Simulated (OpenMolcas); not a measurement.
**A workflow on [AlH4]− (SMILES [H][Al-]([H])([H])[H])**

Wanted: the energy (UHF/STO-3G), then a single-point energy (CASSCF(2,2)/STO-3G), then a single-point energy (CASPT2(2,2)/STO-3G), then a single-point energy (SC-NEVPT2(2,2)/STO-3G), then a single-point energy (MRCI(2,2)/STO-3G) of [AlH4]−. 

The results are computed with OpenMolcas 26.06.

## 1. Starting point

[AlH4]−: 5 atoms, total charge -1, spin state singlet. SMILES: `[H][Al-]([H])([H])[H]`. The Al1–H3 distance was set to 3.257 Å, away from the relaxed value. At this shape a bond of the SMILES string is far longer than usual.

Bond lengths: Al1–H2 1.627 Å, Al1–H4 1.628 Å, Al1–H5 1.628 Å. Angles: H2–Al1–H4 109.4°, H2–Al1–H5 109.6°, H4–Al1–H5 109.6°.

## 2. A single-point energy at UHF/STO-3G (run 1)

Contents of step1.input:

```
>>> EXPORT MOLCAS_PRINT=2

&GATEWAY
  BasLib=$CurrDir
  Coord
  5
  angstrom
  Al      -1.532961      -0.015160       0.552867
  H       -1.518651      -0.033400       2.179947
  H        1.530040       0.013000      -0.552880
  H       -2.305421       1.320040       0.032737
  H       -2.299051      -1.340800      -0.001173
  Basis=STO-3G
  Group=NoSym

&SEWARD

&SCF
  UHF
  Charge=-1
  Scramble=0.25
  PrOrbitals=1 1
```

The basis set STO-3G is read from a file made from the Basis Set Exchange's data (not shown).

Run with:

```bash
export MOLCAS_MEM=1860
pymolcas step1.input > step1.log
```

The log of the run, shortened:

```text
--- Start Module: gateway ---
[...]
--- Stop Module: gateway /rc=_RC_ALL_IS_WELL_ ---
--- Start Module: seward ---
[...]
      Basis functions           13
--- Stop Module: seward /rc=_RC_ALL_IS_WELL_ ---
--- Start Module: scf ---
[...]
       Convergence after  17 Iterations
[...]
::    Total SCF energy                               -240.9386211590
[...]
      Total spin, S                                     0.5483521936
[...]
      Total electronic charge=   18.000000
      Total            charge=   -1.000000
[...]
      Dipole Moment (debye):
      Origin of the operator (angstrom)=   -1.4830   -0.0145    0.5349
                   X=  7.9810E-01               Y= -1.6246E-03               Z= -2.9204E-01           Total=  8.4985E-01
      Center of Charge (angstrom)
[...]
--- Stop Module: scf /rc=_RC_ALL_IS_WELL_ ---
[...]
```

Wall time 1.8 s (1 thread of Arm Neoverse V1, shared host); peak memory 0.37 GiB.

## 3. A single-point energy at CASSCF(2,2)/STO-3G (run 2)

Contents of step2.input:

```
>>> EXPORT MOLCAS_PRINT=2

&GATEWAY
 BASLIB=$CurrDir
 COORD
 5
 angstrom
 Al      -1.532961      -0.015160       0.552867
 H       -1.518651      -0.033400       2.179947
 H        1.530040       0.013000      -0.552880
 H       -2.305421       1.320040       0.032737
 H       -2.299051      -1.340800      -0.001173
 BASIS=STO-3G
 GROUP=NoSym

&SEWARD

&RASSCF
 FILEORB=$CurrDir/step1.UnaOrb
 SPIN=1
 NACTEL=2 0 0
 INACTIVE=8
 RAS2=2
 ORBLISTING=Nothing
 ORBAPPEAR=Compact
```

The basis set STO-3G is read from a file made from the Basis Set Exchange's data (not shown).

Run with:

```bash
export MOLCAS_MEM=1860
pymolcas step2.input > step2.log
```

The log of the run, shortened:

```text
--- Start Module: gateway ---
[...]
--- Stop Module: gateway /rc=_RC_ALL_IS_WELL_ ---
--- Start Module: seward ---
[...]
      Basis functions           13
--- Stop Module: seward /rc=_RC_ALL_IS_WELL_ ---
--- Start Module: rasscf ---
[...]
      Number of active orbitals                  2
[...]
      Spin quantum number                      0.0
[...]
      Active orbitals                            2
[...]
      Number of CSFs                             3
[...]
      Number of root(s) required                 1
[...]
      Convergence after  7 iterations
[...]
      printout of CI-coefficients larger than  0.05 for root  1
      energy=    -240.948459
      conf/sym  11     Coeff  Weight
             1  20  -0.90348 0.81627
             3  02   0.42864 0.18373
      Natural orbitals and occupation numbers for root  1
      sym 1:   1.632540   0.367460
      ************************************************************************************************************************
      *                                                    Final results                                                     *
[...]
::    RASSCF root number  1 Total energy:   -240.94845894
[...]
      Total electronic charge=   18.000000
      Total            charge=   -1.000000
[...]
      Dipole Moment (debye):
      Origin of the operator (angstrom)=   -1.4830   -0.0145    0.5349
                   X= -7.5032E-02               Y= -1.0006E-02               Z=  2.2904E-02           Total=  7.9085E-02
      Center of Charge (angstrom)
[...]
--- Stop Module: rasscf /rc=_RC_ALL_IS_WELL_ ---
[...]
```

It took 1.6 s on 1 thread of Arm Neoverse V1, shared host; peak memory 0.37 GiB.

## 4. A single-point energy at CASPT2(2,2)/STO-3G (run 3)

Contents of step3.inp:

```
* AlH4 CASPT2

&GATEWAY
 BASLIB = $CurrDir
 COORD
 5
 angstrom
 Al      -1.532961      -0.015160       0.552867
 H       -1.518651      -0.033400       2.179947
 H        1.530040       0.013000      -0.552880
 H       -2.305421       1.320040       0.032737
 H       -2.299051      -1.340800      -0.001173
 BASIS = STO-3G
 GROUP = NoSym

&SEWARD

&RASSCF
 FILEORB = $CurrDir/step2.RasOrb
 SPIN = 1
 NACTEL = 2 0 0
 INACTIVE = 8
 RAS2 = 2
 ORBLISTING = Nothing
 ORBAPPEAR = Compact

&CASPT2
 IMAGINARY = 0.1
 FROZEN = 5
```

The basis set STO-3G is read from a file made from the Basis Set Exchange's data (not shown).

Run with:

```bash
export MOLCAS_MEM=1860
pymolcas step3.inp > step3.log
```

The log of the run, shortened:

```text
--- Start Module: gateway ---
[...]
--- Stop Module: gateway /rc=_RC_ALL_IS_WELL_ ---
[...]
      Basis functions           13
[...]
--- Start Module: rasscf ---
[...]
      Number of active orbitals                  2
[...]
      Spin quantum number                      0.0
[...]
      Active orbitals                            2
[...]
      Number of CSFs                             3
[...]
      Number of root(s) required                 1
[...]
      Convergence after  4 iterations
[...]
      printout of CI-coefficients larger than  0.05 for root  1
      energy=    -240.948459
      conf/sym  11     Coeff  Weight
             1  20  -0.90348 0.81627
             3  02   0.42864 0.18373
      Natural orbitals and occupation numbers for root  1
      sym 1:   1.632542   0.367458
      ************************************************************************************************************************
      *                                                    Final results                                                     *
[...]
::    RASSCF root number  1 Total energy:   -240.94845894
[...]
      Total electronic charge=   18.000000
      Total            charge=   -1.000000
[...]
      Dipole Moment (debye):
      Origin of the operator (angstrom)=   -1.4830   -0.0145    0.5349
                   X= -7.5072E-02               Y= -1.0006E-02               Z=  2.2918E-02           Total=  7.9128E-02
      Center of Charge (angstrom)
[...]
--- Stop Module: rasscf /rc=_RC_ALL_IS_WELL_ ---
--- Start Module: caspt2 ---
[...]
 ###    WARNING: User changed nr of frozen orbitals.                         ###
 ###############################################################################
[...]
      E2 (Variational):          -0.0328165004
      Total energy:            -240.9812754364
[...]
      Reference weight:           0.98188
[...]
::    CASPT2 Root  1     Total energy:   -240.98127544
[...]
--- Stop Module: caspt2 /rc=_RC_ALL_IS_WELL_ ---
[...]
```

Run time: 1.6 s. Hardware: 1 thread of Arm Neoverse V1, shared host; peak memory 0.37 GiB.

## 5. A single-point energy at SC-NEVPT2(2,2)/STO-3G (run 4)

Contents of step4.inp:

```
>>> EXPORT MOLCAS_PRINT=2

&GATEWAY
  BasLib=$CurrDir
  Coord
  5
  angstrom
  Al      -1.532961      -0.015160       0.552867
  H       -1.518651      -0.033400       2.179947
  H        1.530040       0.013000      -0.552880
  H       -2.305421       1.320040       0.032737
  H       -2.299051      -1.340800      -0.001173
  Basis=STO-3G
  Group=NoSym

&SEWARD

&RASSCF
  FileOrb=$CurrDir/step2.RasOrb
  Spin=1
  Nactel=2 0 0
  Inactive=8
  Ras2=2
  OrbListing=Nothing
  OrbAppear=Compact

&CASPT2
  SC-NEVPT2
  Frozen=5
```

The basis set STO-3G is read from a file made from the Basis Set Exchange's data (not shown).

Run with:

```bash
export MOLCAS_MEM=1860
pymolcas step4.inp > step4.log
```

The log of the run, shortened:

```text
--- Start Module: gateway ---
[...]
--- Stop Module: gateway /rc=_RC_ALL_IS_WELL_ ---
[...]
      Basis functions           13
[...]
--- Start Module: rasscf ---
[...]
      Number of active orbitals                  2
[...]
      Spin quantum number                      0.0
[...]
      Active orbitals                            2
[...]
      Number of CSFs                             3
[...]
      Number of root(s) required                 1
[...]
      Convergence after  4 iterations
[...]
      printout of CI-coefficients larger than  0.05 for root  1
      energy=    -240.948459
      conf/sym  11     Coeff  Weight
             1  20  -0.90348 0.81627
             3  02   0.42864 0.18373
      Natural orbitals and occupation numbers for root  1
      sym 1:   1.632542   0.367458
      ************************************************************************************************************************
      *                                                    Final results                                                     *
[...]
::    RASSCF root number  1 Total energy:   -240.94845894
[...]
      Total electronic charge=   18.000000
      Total            charge=   -1.000000
[...]
      Dipole Moment (debye):
      Origin of the operator (angstrom)=   -1.4830   -0.0145    0.5349
                   X= -7.5072E-02               Y= -1.0006E-02               Z=  2.2918E-02           Total=  7.9128E-02
      Center of Charge (angstrom)
[...]
--- Stop Module: rasscf /rc=_RC_ALL_IS_WELL_ ---
--- Start Module: caspt2 ---
[...]
 ###    WARNING: User changed nr of frozen orbitals.                         ###
 ###############################################################################
[...]
      E2 (Variational):          -0.0320805415
[...]
      E2 (Variational):          -0.0320541137
      Total energy:            -240.9805130497
[...]
      Reference weight:           0.98285
[...]
::    SC-NEVPT2 Root  1     Total energy:   -240.98051305
[...]
--- Stop Module: caspt2 /rc=_RC_ALL_IS_WELL_ ---
[...]
```

Wall time 1.6 s (1 thread of Arm Neoverse V1, shared host); peak memory 0.37 GiB.

## 6. A single-point energy at MRCI(2,2)/STO-3G (run 5)

Contents of step5.input:

```
* AlH4 MRCI

&GATEWAY
 BasLib = $CurrDir
 Coord
 5
 angstrom
 Al      -1.532961      -0.015160       0.552867
 H       -1.518651      -0.033400       2.179947
 H        1.530040       0.013000      -0.552880
 H       -2.305421       1.320040       0.032737
 H       -2.299051      -1.340800      -0.001173
 Basis = STO-3G
 Group = NoSym

&SEWARD

&RASSCF
 FileOrb = $CurrDir/step2.RasOrb
 Spin = 1
 Nactel = 2 0 0
 Inactive = 8
 Ras2 = 2
 OrbListing = Nothing
 OrbAppear = Compact

&MOTRA
 LumOrb
 Frozen = 5

&GUGA
 Electrons = 8
 Spin = 1
 Inactive = 3
 Active = 2
 CIAll = 1

&MRCI
 SDCI
```

The basis set STO-3G is read from a file made from the Basis Set Exchange's data (not shown).

Run with:

```bash
export MOLCAS_MEM=1860
pymolcas step5.input > step5.log
```

The log of the run, shortened:

```text
--- Start Module: gateway ---
[...]
--- Stop Module: gateway /rc=_RC_ALL_IS_WELL_ ---
[...]
      Basis functions           13
[...]
      Number of active orbitals                  2
[...]
      Spin quantum number                      0.0
[...]
      Active orbitals                            2
[...]
      Number of CSFs                             3
[...]
      Number of root(s) required                 1
[...]
      Convergence after  4 iterations
[...]
      printout of CI-coefficients larger than  0.05 for root  1
      energy=    -240.948459
      conf/sym  11     Coeff  Weight
             1  20  -0.90348 0.81627
             3  02   0.42864 0.18373
      Natural orbitals and occupation numbers for root  1
      sym 1:   1.632542   0.367458
      ************************************************************************************************************************
      *                                                    Final results                                                     *
[...]
::    RASSCF root number  1 Total energy:   -240.94845894
[...]
      Dipole Moment (debye):
      Origin of the operator (angstrom)=   -1.4830   -0.0145    0.5349
                   X= -7.5072E-02               Y= -1.0006E-02               Z=  2.2918E-02           Total=  7.9128E-02
      Center of Charge (angstrom)
[...]
      *** WARNING: Default frozen orbitals is overwritten by user input.
      *** Default values:   2
[...]
--- Start Module: guga ---
[...]
--- Stop Module: guga /rc=_RC_ALL_IS_WELL_ ---
--- Start Module: mrci ---
[...]
       (But an ACPF correction will be computed)
       USE THE DEFAULT ACPF G-VALUE GFAC=  0.25000000000000000
[...]
                      CI ENERGY:  -240.99543021
[...]
                ACPF CORRECTION:    -0.00137780
[...]
      Total electronic charge=   18.000000
      Total            charge=   -1.000000
[...]
     ACPF CORRECTION:     -0.00137780
[...]
  CI State   1     Total energy:   -240.99543021     QDav:     -0.00185521     QACPF:     -0.00137780
[...]
--- Stop Module: mrci /rc=_RC_ALL_IS_WELL_ ---
[...]
```

Run time: 1.7 s. Hardware: 1 thread of Arm Neoverse V1, shared host; peak memory 0.37 GiB.

## 7. Summary of results

| quantity | value |
| --- | --- |
| run 1, UHF/STO-3G: total energy | -240.93862 Eh |
| run 1, UHF/STO-3G: HOMO energy | 4.73 eV |
| run 1, UHF/STO-3G: LUMO energy | 12.30 eV |
| run 1, UHF/STO-3G: HOMO–LUMO gap (to an unbound level, set by the basis) | 7.57 eV |
| run 1, UHF/STO-3G: ⟨S²⟩ | 0.849 |
| run 2, CASSCF(2,2)/STO-3G: total energy | -240.94846 Eh |
| run 3, CASPT2(2,2)/STO-3G: total energy | -240.98128 Eh |
| run 4, SC-NEVPT2(2,2)/STO-3G: total energy | -240.98051 Eh |
| run 5, MRCI(2,2)/STO-3G: total energy | -240.99543 Eh |

What this shows: ⟨S²⟩ (run 1, UHF/STO-3G) is 0.85 where a pure singlet has 0.00: the reference is spin-contaminated. The HOMO (run 1, UHF/STO-3G) lies at positive energy, 4.73 eV: the electron is unbound at this level or held by a compact basis; values depend on the basis. Mulliken charges (run 2, CASSCF(2,2)/STO-3G) run from -0.42 on H4 to +0.45 on Al1; they depend strongly on the basis. Mulliken charges (run 4, SC-NEVPT2(2,2)/STO-3G) of the CASSCF density run from -0.42 on H4 to +0.45 on Al1.
